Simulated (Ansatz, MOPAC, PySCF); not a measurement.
Barrier height from H2 + HS to the transition structure H3S, without zero-point energy, on the benchmark's geometries as Psi4's copy of the set gives them.
Transition structure (charge 0, multiplicity 2):
```json
[
 {"atom": "H", "x (Å)": "1.2621", "y (Å)": "-0.2201", "z (Å)": "0.0000"},
 {"atom": "S", "x (Å)": "0.0000", "y (Å)": "0.2232", "z (Å)": "0.0000"},
 {"atom": "H", "x (Å)": "-0.5006", "y (Å)": "-1.1154", "z (Å)": "0.0000"},
 {"atom": "H", "x (Å)": "-0.7615", "y (Å)": "-2.2349", "z (Å)": "0.0000"}
]
```
Reactant (charge 0, multiplicity 1):
```xyz
2

H      0.000     0.000     0.000
H      0.742     0.000     0.000
```

Open shells are unrestricted; no spin–orbit coupling.

The state that AM1 reach isn't checked.

Codes used: Ansatz (a first-principles code) with Gaussian orbitals; MOPAC for AM1 (differences of heats of formation); PySCF for the dispersion terms. 

**Question.** One of these levels gives 14.81 kcal/mol for the barrier height. Which one is it?
A) BHLYP/def2-TZVPPD
B) AM1
C) B3LYP-D4/def2-TZVPPD
D) PBE0-D4/def2-TZVPPD

**Answer.** C, B3LYP-D4/def2-TZVPPD. The others give 13.40 (AM1), 11.78 (PBE0-D4/def2-TZVPPD), 18.73 (BHLYP/def2-TZVPPD)
